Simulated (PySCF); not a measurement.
Part of a log for lithium sodium, `[Li][Na]`: ground state, then the species with a core hole.

The calculation used delta-SCF UKS SCAN, pcX-2 on the ionised atom, pcseg-1 elsewhere, spin-free X2C (PySCF 2.14.0). Atoms in this output count from 0. The cycles run on a coarse integration grid; for E(ground) and E(ion) the exchange–correlation energy is redone on a finer one, so they differ from the last cycle, and only they enter the binding energy.

Coordinates (Å, PBE0-D3(BJ)/def2-SVP):
```
Li     1.510965    -0.087511     0.008788
Na    -1.461245    -0.000199    -0.031018
```

```
ground state, core basis on atom 1 (Na), 54 functions
  cycle   1  E = -169.98942052  |g| = 1.48e-01
  cycle   2  E = -169.98941915  |g| = 2.62e-02
  cycle   3  E = -169.98941480  |g| = 2.27e-02
  cycle   4  E = -169.98950109  |g| = 1.06e-03
  cycle   5  E = -169.98950257  |g| = 9.21e-05
  E(ground) = -169.98688221 Eh
hole in Na 1s of atom 1
  cycle   1  E = -129.42506136  |g| = 3.29e+00
  cycle   2  E = -130.00740946  |g| = 1.79e+00
  cycle   3  E = -130.39696169  |g| = 1.88e-01
  cycle   4  E = -130.40285455  |g| = 3.32e-02
  cycle   5  E = -130.40381705  |g| = 1.97e-02
  cycle   6  E = -130.40466272  |g| = 3.70e-03
  cycle   7  E = -130.40468975  |g| = 1.57e-03
  cycle   8  E = -130.40470645  |g| = 1.20e-03
  cycle   9  E = -130.40472270  |g| = 9.96e-04
  cycle  10  E = -130.40474228  |g| = 1.02e-03
  cycle  11  E = -130.40474342  |g| = 7.11e-04
  cycle  12  E = -130.40474436  |g| = 2.20e-04
  E(ion) = -130.40998203 Eh   <S^2> = 0.7693   hole on atom = 1.000
```

Question: What is the Na 1s binding energy of atom 1?

Answer: (-130.409982 − (-169.986882)) Eh × 27.2114 eV/Eh = 1076.94 eV, for the sodium bonded to Li.

Isolated species at its PBE0-D3(BJ)/def2-SVP geometry, gas phase.

Hardware: an Arm Neoverse V1 with one thread (shared host). Cost: 2.1 s of wall time, 0.23 GiB resident at most.
Labels such as C1 count atoms from 1, the log's own numbers from 0.
